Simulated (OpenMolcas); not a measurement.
**doublet [BCl2]2+, step by step**

Wanted: the energy (UHF/STO-3G), then the energy (CASSCF(3,3)/STO-3G), then a single-point energy (CASPT2(3,3)/STO-3G), then a single-point energy (SC-NEVPT2(3,3)/STO-3G), then the energy (MRCI(3,3)/STO-3G) of doublet [BCl2]2+. 

The results are computed with OpenMolcas 26.06.

3 further runs of the same task are left out: 1 for a known fault of the program, 2 set aside as unsound or not needed.

### Step 1. The system as given

[BCl2]2+ has 3 atoms, charge +2, and is taken as a doublet. As SMILES of the parent species, `Cl[B+]Cl`. The shape is that of a GFN2-xTB optimisation. That shape belongs to the parent species and isn't relaxed for this state.

Bond lengths: Cl1–B2 1.572 Å, B2–Cl3 1.572 Å. Angles: Cl1–B2–Cl3 179.8°.

### Step 2. A single-point energy at UHF/STO-3G (run 1)

File step1.inp:

```
* BCl2 Hartree-Fock
>>> EXPORT MOLCAS_PRINT=2

&GATEWAY
  BasLib=$CurrDir
  BasisSet
  Cl.STO-3G....
  Cl1 -1.238380 0.766480 -0.591300 angstrom
  Cl3 1.237640 -0.767840 0.590740 angstrom
  End of Basis
  BasisSet
  B.STO-3G....
  B2 0.000740 0.001360 0.000550 angstrom
  End of Basis

&SEWARD

&SCF
  UHF
  Charge=2
  Spin=2
  Scramble=0.25
  PrOrbitals=1 1
```

The basis set STO-3G is read from a file made from the Basis Set Exchange's data (not shown).

On the command line:

```
$ export MOLCAS_MEM=1860
$ pymolcas step1.inp > step1.log
```

Standard output, shortened:

```text
--- Start Module: gateway ---
[...]
--- Stop Module: gateway /rc=_RC_ALL_IS_WELL_ ---
--- Start Module: seward ---
[...]
      Basis functions           23
--- Stop Module: seward /rc=_RC_ALL_IS_WELL_ ---
--- Start Module: scf ---
[...]
       Convergence after  21 Iterations
[...]
::    Total SCF energy                               -932.5398712839
[...]
      Total spin, S                                     0.5720871362
[...]
      Total electronic charge=   37.000000
      Total            charge=    2.000000
[...]
      Dipole Moment (debye):
      Origin of the operator (angstrom)=   -0.0002   -0.0004   -0.0002
                   X= -2.7995E-03               Y=  1.1629E-02               Z= -4.1901E-04           Total=  1.1969E-02
      Center of Charge (angstrom)
[...]
--- Stop Module: scf /rc=_RC_ALL_IS_WELL_ ---
[...]
```

Run time: 2 s. Hardware: 1 thread of Arm Neoverse V1, shared host; peak memory 0.37 GiB.

### Step 3. A single-point energy at CASSCF(3,3)/STO-3G (run 2)

File step2.input:

```
* BCl2 CASSCF
&GATEWAY
BasLib
$CurrDir
BasisSet
Cl.STO-3G....
Cl1 -1.238380 0.766480 -0.591300 angstrom
Cl3 1.237640 -0.767840 0.590740 angstrom
End of Basis
BasisSet
B.STO-3G....
B2 0.000740 0.001360 0.000550 angstrom
End of Basis
&SEWARD
&RASSCF
FileOrb
$CurrDir/step1.UnaOrb
Spin
2
Nactel
3 0 0
Inactive
17
Ras2
3
OrbListing
Nothing
```

The basis set STO-3G is read from a file made from the Basis Set Exchange's data (not shown).

On the command line:

```
$ export MOLCAS_MEM=1860
$ pymolcas step2.input > step2.log
```

Standard output, shortened:

```text
--- Start Module: gateway ---
[...]
--- Stop Module: gateway /rc=_RC_ALL_IS_WELL_ ---
--- Start Module: seward ---
[...]
      Basis functions           23
--- Stop Module: seward /rc=_RC_ALL_IS_WELL_ ---
--- Start Module: rasscf ---
[...]
      Number of active orbitals                  3
[...]
      Spin quantum number                      0.5
[...]
      Active orbitals                            3
[...]
      Number of CSFs                             8
[...]
      Number of root(s) required                 1
[...]
      Convergence after  9 iterations
[...]
      printout of CI-coefficients larger than  0.05 for root  1
      energy=    -932.556688
      conf/sym  111     Coeff  Weight
             1  2u0   0.96605 0.93326
             4  udu   0.19674 0.03871
             6  uud   0.11359 0.01290
             8  0u2   0.12302 0.01513
      Natural orbitals and occupation numbers for root  1
      sym 1:   1.918123   1.000000   0.081877
      ************************************************************************************************************************
      *                                                    Final results                                                     *
[...]
::    RASSCF root number  1 Total energy:   -932.55668843
[...]
      Total electronic charge=   37.000000
      Total            charge=    2.000000
[...]
      Dipole Moment (debye):
      Origin of the operator (angstrom)=   -0.0002   -0.0004   -0.0002
                   X= -8.7735E-04               Y=  1.0293E-02               Z=  3.0880E-04           Total=  1.0335E-02
      Center of Charge (angstrom)
[...]
--- Stop Module: rasscf /rc=_RC_ALL_IS_WELL_ ---
[...]
```

Run time: 1.9 s. Hardware: 1 thread of Arm Neoverse V1, shared host; peak memory 0.37 GiB.

### Step 4. A single-point energy at CASPT2(3,3)/STO-3G (run 3)

File step3.inp:

```
* BCl2 CASPT2

&gateway
 baslib
 $CurrDir
 basisset
 Cl.STO-3G....
 Cl1 -1.238380 0.766480 -0.591300 angstrom
 Cl3 1.237640 -0.767840 0.590740 angstrom
 End of Basis
 basisset
 B.STO-3G....
 B2 0.000740 0.001360 0.000550 angstrom
 End of Basis

&seward

&rasscf
 fileorb
 $CurrDir/step2.RasOrb
 spin
 2
 nactel
 3 0 0
 inactive
 17
 ras2
 3
 orblisting
 Nothing

&caspt2
 imaginary
 0.1
 frozen
 11
```

The basis set STO-3G is read from a file made from the Basis Set Exchange's data (not shown).

On the command line:

```
$ export MOLCAS_MEM=1860
$ pymolcas step3.inp > step3.log
```

Standard output, shortened:

```text
--- Start Module: gateway ---
[...]
--- Stop Module: gateway /rc=_RC_ALL_IS_WELL_ ---
[...]
      Basis functions           23
[...]
--- Start Module: rasscf ---
[...]
      Number of active orbitals                  3
[...]
      Spin quantum number                      0.5
[...]
      Active orbitals                            3
[...]
      Number of CSFs                             8
[...]
      Number of root(s) required                 1
[...]
      Convergence after  4 iterations
[...]
      printout of CI-coefficients larger than  0.05 for root  1
      energy=    -932.556688
      conf/sym  111     Coeff  Weight
             1  2u0   0.96606 0.93326
             4  udu   0.19673 0.03870
             6  uud   0.11358 0.01290
             8  0u2   0.12301 0.01513
      Natural orbitals and occupation numbers for root  1
      sym 1:   1.918135   1.000000   0.081865
      ************************************************************************************************************************
      *                                                    Final results                                                     *
[...]
::    RASSCF root number  1 Total energy:   -932.55668844
[...]
      Total electronic charge=   37.000000
      Total            charge=    2.000000
[...]
      Dipole Moment (debye):
      Origin of the operator (angstrom)=   -0.0002   -0.0004   -0.0002
                   X= -8.7994E-04               Y=  1.0294E-02               Z=  2.9621E-04           Total=  1.0336E-02
      Center of Charge (angstrom)
[...]
--- Stop Module: rasscf /rc=_RC_ALL_IS_WELL_ ---
--- Start Module: caspt2 ---
[...]
 ###    WARNING: User changed nr of frozen orbitals.                         ###
 ###############################################################################
[...]
      E2 (Variational):          -0.0661822846
      Total energy:            -932.6228707201
[...]
      Reference weight:           0.96314
[...]
::    CASPT2 Root  1     Total energy:   -932.62287072
[...]
--- Stop Module: caspt2 /rc=_RC_ALL_IS_WELL_ ---
[...]
```

Wall time 1.9 s (1 thread of Arm Neoverse V1, shared host); peak memory 0.37 GiB.

### Step 5. The energy at SC-NEVPT2(3,3)/STO-3G (run 4)

File step4.inp:

```
&GATEWAY
  BasLib
  $CurrDir
  BasisSet
  Cl.STO-3G....
  Cl1 -1.238380 0.766480 -0.591300 angstrom
  Cl3 1.237640 -0.767840 0.590740 angstrom
  End of Basis
  BasisSet
  B.STO-3G....
  B2 0.000740 0.001360 0.000550 angstrom
  End of Basis

&SEWARD

&RASSCF
  FileOrb
  $CurrDir/step2.RasOrb
  Spin
  2
  Nactel
  3 0 0
  Inactive
  17
  Ras2
  3
  OrbListing
  Nothing

&CASPT2
  SC-NEVPT2
  Frozen
  11
```

The basis set STO-3G is read from a file made from the Basis Set Exchange's data (not shown).

On the command line:

```
$ export MOLCAS_MEM=1860
$ pymolcas step4.inp > step4.log
```

Standard output, shortened:

```text
--- Start Module: gateway ---
[...]
--- Stop Module: gateway /rc=_RC_ALL_IS_WELL_ ---
[...]
      Basis functions           23
[...]
--- Start Module: rasscf ---
[...]
      Number of active orbitals                  3
[...]
      Spin quantum number                      0.5
[...]
      Active orbitals                            3
[...]
      Number of CSFs                             8
[...]
      Number of root(s) required                 1
[...]
      Convergence after  4 iterations
[...]
      printout of CI-coefficients larger than  0.05 for root  1
      energy=    -932.556688
      conf/sym  111     Coeff  Weight
             1  2u0   0.96606 0.93326
             4  udu   0.19673 0.03870
             6  uud   0.11358 0.01290
             8  0u2   0.12301 0.01513
      Natural orbitals and occupation numbers for root  1
      sym 1:   1.918135   1.000000   0.081865
      ************************************************************************************************************************
      *                                                    Final results                                                     *
[...]
::    RASSCF root number  1 Total energy:   -932.55668844
[...]
      Total electronic charge=   37.000000
      Total            charge=    2.000000
[...]
      Dipole Moment (debye):
      Origin of the operator (angstrom)=   -0.0002   -0.0004   -0.0002
                   X= -8.7994E-04               Y=  1.0294E-02               Z=  2.9621E-04           Total=  1.0336E-02
      Center of Charge (angstrom)
[...]
--- Stop Module: rasscf /rc=_RC_ALL_IS_WELL_ ---
--- Start Module: caspt2 ---
[...]
 ###    WARNING: User changed nr of frozen orbitals.                         ###
 ###############################################################################
[...]
      E2 (Variational):          -0.0704735211
[...]
      E2 (Variational):          -0.0700148497
      Total energy:            -932.6267032852
[...]
      Reference weight:           0.95821
[...]
::    SC-NEVPT2 Root  1     Total energy:   -932.62670329
[...]
--- Stop Module: caspt2 /rc=_RC_ALL_IS_WELL_ ---
[...]
```

It took 1.9 s on 1 thread of Arm Neoverse V1, shared host; peak memory 0.37 GiB.

### Step 6. A single-point energy at MRCI(3,3)/STO-3G (run 5)

File step5.input:

```
* BCl2 MRCI
&GATEWAY
BASLIB = $CurrDir
BASISSET
Cl.STO-3G....
Cl1 -1.238380 0.766480 -0.591300 angstrom
Cl3 1.237640 -0.767840 0.590740 angstrom
End of Basis
BASISSET
B.STO-3G....
B2 0.000740 0.001360 0.000550 angstrom
End of Basis
&SEWARD
&RASSCF
FILEORB = $CurrDir/step2.RasOrb
SPIN = 2
NACTEL = 3 0 0
INACTIVE = 17
RAS2 = 3
ORBLISTING = Nothing
&MOTRA
LUMORB
FROZEN = 11
&GUGA
ELECTRONS = 15
SPIN = 2
INACTIVE = 6
ACTIVE = 3
CIALL = 1
&MRCI
SDCI
```

The basis set STO-3G is read from a file made from the Basis Set Exchange's data (not shown).

On the command line:

```
$ export MOLCAS_MEM=1860
$ pymolcas step5.input > step5.log
```

Standard output, shortened:

```text
--- Start Module: gateway ---
[...]
--- Stop Module: gateway /rc=_RC_ALL_IS_WELL_ ---
[...]
      Basis functions           23
[...]
      Number of active orbitals                  3
[...]
      Spin quantum number                      0.5
[...]
      Active orbitals                            3
[...]
      Number of CSFs                             8
[...]
      Number of root(s) required                 1
[...]
      Convergence after  4 iterations
[...]
      printout of CI-coefficients larger than  0.05 for root  1
      energy=    -932.556688
      conf/sym  111     Coeff  Weight
             1  2u0   0.96606 0.93326
             4  udu   0.19673 0.03870
             6  uud   0.11358 0.01290
             8  0u2   0.12301 0.01513
      Natural orbitals and occupation numbers for root  1
      sym 1:   1.918135   1.000000   0.081865
      ************************************************************************************************************************
      *                                                    Final results                                                     *
[...]
::    RASSCF root number  1 Total energy:   -932.55668844
[...]
      Dipole Moment (debye):
      Origin of the operator (angstrom)=   -0.0002   -0.0004   -0.0002
                   X= -8.7994E-04               Y=  1.0294E-02               Z=  2.9621E-04           Total=  1.0336E-02
      Center of Charge (angstrom)
[...]
      *** WARNING: Default frozen orbitals is overwritten by user input.
      *** Default values:  11
[...]
--- Start Module: guga ---
[...]
--- Stop Module: guga /rc=_RC_ALL_IS_WELL_ ---
--- Start Module: mrci ---
[...]
       (But an ACPF correction will be computed)
       USE THE DEFAULT ACPF G-VALUE GFAC=  0.13333333333333333
[...]
                      CI ENERGY:  -932.64076112
[...]
                ACPF CORRECTION:    -0.00608177
[...]
      Total electronic charge=   37.000000
      Total            charge=    2.000000
[...]
     ACPF CORRECTION:     -0.00608177
[...]
  CI State   1     Total energy:   -932.64076112     QDav:     -0.00709640     QACPF:     -0.00608177
[...]
--- Stop Module: mrci /rc=_RC_ALL_IS_WELL_ ---
[...]
```

Wall time 2.2 s (1 thread of Arm Neoverse V1, shared host); peak memory 0.37 GiB.

### Step 7. Results

```
                                             quantity          value
                      run 1, UHF/STO-3G: total energy  -932.53987 Eh
run 1, UHF/STO-3G: HOMO energy (highest over α and β)      -28.64 eV
 run 1, UHF/STO-3G: LUMO energy (lowest over α and β)      -19.15 eV
                              run 1, UHF/STO-3G: ⟨S²⟩          0.899
              run 2, CASSCF(3,3)/STO-3G: total energy  -932.55669 Eh
              run 3, CASPT2(3,3)/STO-3G: total energy  -932.62287 Eh
           run 4, SC-NEVPT2(3,3)/STO-3G: total energy  -932.62670 Eh
                run 5, MRCI(3,3)/STO-3G: total energy  -932.64076 Eh
```

In words: ⟨S²⟩ (run 1, UHF/STO-3G) is 0.90 where a pure doublet has 0.75: the reference is spin-contaminated.
